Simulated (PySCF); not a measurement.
# AlH5S (Al(H2S)H3): levels of theory compared

Aim: a comparison of 4 runs (PBE/STO-3G, BCCD(T)/STO-3G, CCSDT(Q)/STO-3G, CCSD(T)/STO-3G) of AlH5S (Al(H2S)H3). The job is set up through a Python script.

Program for the calculation: PySCF 2.14.0.

9 further runs of the same task are left out: 2 that didn't finish, 7 set aside as unsound or not needed.

### 1 The system as given

AlH5S: 7 atoms, total charge 0, spin state singlet. As SMILES, `[H][Al]([H])([H])<-[SH2]`. The S2–H3 distance was set to 2.398 Å, away from the relaxed value. At this shape a bond of the SMILES string is far longer than usual.

Bond lengths: Al1–S2 2.471 Å, S2–H4 1.332 Å, Al1–H5 1.563 Å, Al1–H6 1.577 Å, Al1–H7 1.563 Å. Angles: Al1–S2–H4 90.1°, S2–Al1–H5 96.0°, S2–Al1–H6 92.1°, S2–Al1–H7 95.6°, H5–Al1–H6 118.7°, H5–Al1–H7 120.8°, H6–Al1–H7 118.6°.

### 2 The energy at PBE/STO-3G (run 1)

input.xyz reads:

```xyz
7

Al    -0.158810    -1.247604    -1.032686
S     -0.136780    -1.277574     1.437814
H      0.512600     1.030130     1.485280
H     -1.434090    -0.976324     1.455304
H      1.393540    -1.212824    -1.209736
H     -0.954750     0.113626    -1.067356
H     -0.953370    -2.583234    -1.195186
```

input.py reads:

```python
from pyscf import gto, dft

mol = gto.Mole()
mol.atom = 'input.xyz'
mol.charge = 0
mol.basis = 'sto-3g'
mol.spin = 0
mol.max_memory = 1860
mol.verbose = 3
mol.build()

mf = dft.RKS(mol)
mf.xc = 'pbe'
mf.grids.level = 5
mf.conv_tol = 1e-10
mf.kernel()
if not mf.converged:
    mf = mf.newton().run(mf.mo_coeff, mf.mo_occ)

etot = mf.e_tot
print('E = %.10f Eh' % etot)
```

Launch:

```sh
$ OMP_NUM_THREADS=1 python input.py
```

What it wrote:

```text
converged SCF energy = -635.743801753835
E = -635.7438017538 Eh
```

It took 5.4 s on 1 thread of Intel Xeon 6975P-C (Granite Rapids), shared host; peak memory 0.21 GiB.

### 3 The energy at BCCD(T)/STO-3G (run 2)

geometry.xyz reads:

```xyz
7
AlH5S
Al    -0.158810    -1.247604    -1.032686
S     -0.136780    -1.277574     1.437814
H      0.512600     1.030130     1.485280
H     -1.434090    -0.976324     1.455304
H      1.393540    -1.212824    -1.209736
H     -0.954750     0.113626    -1.067356
H     -0.953370    -2.583234    -1.195186
```

run.py reads:

```python
from pyscf import gto, scf, cc
from pyscf.cc.bccd import bccd_kernel_

mol = gto.M(
    atom='geometry.xyz',
    basis='sto-3g',
    max_memory=1860,
    spin=0,
    verbose=4,
)

calc0 = scf.RHF(mol)
calc0.conv_tol = 1e-10
calc0.kernel()
if not calc0.converged:
    calc0 = calc0.newton().run(calc0.mo_coeff, calc0.mo_occ)

mycc = cc.CCSD(calc0, frozen=10).run()
mycc = bccd_kernel_(mycc, diis=True)
e_t = mycc.ccsd_t()
etot = mycc.e_tot + e_t
print('E = %.10f Eh' % etot)
```

Launch:

```sh
$ OMP_NUM_THREADS=1 python run.py
```

What it wrote:

```text
PySCF version 2.14.0

[... 63 lines left out ...]
converged SCF energy = -634.824732323009
[... 12 lines left out ...]
Init t2, MP2 energy = -634.948745319316  E_corr(MP2) -0.124012996307496
[... 17 lines left out ...]
CCSD converged
[... 28 lines left out ...]
CCSD converged
[... 26 lines left out ...]
CCSD converged
[... 22 lines left out ...]
CCSD converged
[... 3 lines left out ...]
******** <class 'pyscf.cc.ccsd.CCSD'> ********
CC2 = 0
CCSD nocc = 7, nmo = 13
frozen orbitals 10
max_cycle = 50
direct = 0
conv_tol = 1e-07
conv_tol_normt = 1e-05
diis_space = 6
diis_start_cycle = 0
diis_start_energy_diff = 1e+09
Init E_corr(CCSD) = -0.20284786995847
cycle = 1  E_corr(CCSD) = -0.202849949565024  dE = -2.07960655e-06  norm(t1,t2) = 7.34577e-05
cycle = 2  E_corr(CCSD) = -0.20285046119968  dE = -5.11634655e-07  norm(t1,t2) = 1.64175e-05
cycle = 3  E_corr(CCSD) = -0.202849759991899  dE = 7.0120778e-07  norm(t1,t2) = 5.51458e-06
cycle = 4  E_corr(CCSD) = -0.202849616943846  dE = 1.43048053e-07  norm(t1,t2) = 2.10458e-06
cycle = 5  E_corr(CCSD) = -0.202849513657696  dE = 1.0328615e-07  norm(t1,t2) = 1.15463e-06
cycle = 6  E_corr(CCSD) = -0.202849512654991  dE = 1.00270531e-09  norm(t1,t2) = 8.66551e-07
CCSD converged
E(CCSD) = -635.0247315895123  E_corr = -0.2028495126549912
BCC iter:    3  E:    -635.024731589512  dE:    2.622e-07  |t1|:    6.147e-06
CCSD(T) correction = -0.000934983666758649
E = -635.0256665732 Eh
```

It took 1.1 s on 1 thread of Intel Xeon 6975P-C (Granite Rapids), shared host; peak memory 0.1 GiB.

### 4 The energy at CCSDT(Q)/STO-3G (run 3)

job.py reads:

```python
from pyscf import gto, scf, cc

molecule = gto.Mole()
molecule.atom = [
    ('Al', (-0.158810, -1.247604, -1.032686)),
    ('S', (-0.136780, -1.277574, 1.437814)),
    ('H', (0.512600, 1.030130, 1.485280)),
    ('H', (-1.434090, -0.976324, 1.455304)),
    ('H', (1.393540, -1.212824, -1.209736)),
    ('H', (-0.954750, 0.113626, -1.067356)),
    ('H', (-0.953370, -2.583234, -1.195186)),
]
molecule.spin = 0
molecule.basis = 'sto-3g'
molecule.verbose = 4
molecule.max_memory = 1860
molecule.build()

hf = scf.RHF(molecule)
hf.conv_tol = 1e-10
hf.kernel()
if not hf.converged:
    hf = hf.newton().run(hf.mo_coeff, hf.mo_occ)

mycc = cc.CCSDT(hf, frozen=10)
mycc.kernel()
e_bracket, e_q = mycc.ccsdt_q()
etot = mycc.e_tot + e_q
print(f'total energy: {etot:.8f} hartree')
```

Launch:

```sh
$ OMP_NUM_THREADS=1 python job.py
```

What it wrote:

```text
PySCF version 2.14.0

[... 63 lines left out ...]
converged SCF energy = -634.824732323009
[... 16 lines left out ...]
WARN: A large `blksize` is being used, which may cause large memory consumption
[... 12 lines left out ...]
Init t2, MP2 energy = -634.948745319316  E_corr(MP2) -0.124012996308
[... 20 lines left out ...]
RCCSDT converged
[... 5 lines left out ...]
total energy: -635.02597973 hartree
```

Run time: 1.4 s. Hardware: 1 thread of Intel Xeon 6975P-C (Granite Rapids), shared host; peak memory 0.1 GiB.

### 5 A single-point energy at CCSD(T)/STO-3G (run 4)

run.py reads:

```python
from pyscf import gto, scf, cc

molecule = gto.Mole()
molecule.atom = '''
Al    -0.158810    -1.247604    -1.032686
S     -0.136780    -1.277574     1.437814
H      0.512600     1.030130     1.485280
H     -1.434090    -0.976324     1.455304
H      1.393540    -1.212824    -1.209736
H     -0.954750     0.113626    -1.067356
H     -0.953370    -2.583234    -1.195186
'''
molecule.max_memory = 1860
molecule.basis = 'sto-3g'
molecule.verbose = 4
molecule.charge = 0
molecule.build()

myscf = scf.RHF(molecule)
myscf.conv_tol = 1e-10
myscf.kernel()
if not myscf.converged:
    myscf = myscf.newton().run(myscf.mo_coeff, myscf.mo_occ)

mycc = cc.CCSD(myscf, frozen=10)
mycc.kernel()
e_t = mycc.ccsd_t()
e_tot = mycc.e_tot + e_t
print('E = %.10f Eh' % e_tot)
```

Launch:

```sh
$ OMP_NUM_THREADS=1 python run.py
```

What it wrote:

```text
PySCF version 2.14.0

[... 63 lines left out ...]
converged SCF energy = -634.824732323009
[... 12 lines left out ...]
Init t2, MP2 energy = -634.948745319316  E_corr(MP2) -0.124012996307496
[... 17 lines left out ...]
CCSD converged
[... 2 lines left out ...]
E = -635.0257132370 Eh
```

Run time: 0.81 s. Hardware: 1 thread of Intel Xeon 6975P-C (Granite Rapids), shared host; peak memory 0.1 GiB.

### 6 Overview of the runs

| run | level | integration grid | frozen core orbitals | energy (Eh) | dipole moment (D) of the reference | HOMO energy (eV) | LUMO energy (eV) | wall time |
| --- | --- | --- | --- | --- | --- | --- | --- | --- |
| 1 | PBE/STO-3G | 5 | – | -635.743802 | 2.63 | -3.56 | -2.80 | 5.4 s |
| 2 | BCCD(T)/STO-3G | – | 10 | -635.025667 | – | – | – | 1.1 s |
| 3 | CCSDT(Q)/STO-3G | – | 10 | -635.025980 | 3.13 | -7.88 | 1.30 | 1.4 s |
| 4 | CCSD(T)/STO-3G | – | 10 | -635.025713 | 3.13 | -7.88 | 1.30 | 0.81 s |

### 7 Outcome

| quantity | value |
| --- | --- |
| run 4: total energy | -635.02571 Eh |
| run 4: dipole moment (Hartree–Fock density) | 3.13 D |
| run 4: HOMO energy (Hartree–Fock orbitals) | -7.88 eV |
| run 4: LUMO energy (Hartree–Fock orbitals) | 1.30 eV |
| run 4: HOMO–LUMO gap (Hartree–Fock orbitals) | 9.18 eV |
| run 4: correlation energy (10 core orbitals frozen) | -201.0 mEh |
| run 4: (T) correction | -0.91 mEh |
| run 4: T1 diagnostic | 0.018 |

**Reading.** In runs 1, 2, 3, 4 the basis is minimal, so the values are rough. All runs together took 8.7 s, the longest 5.4 s.
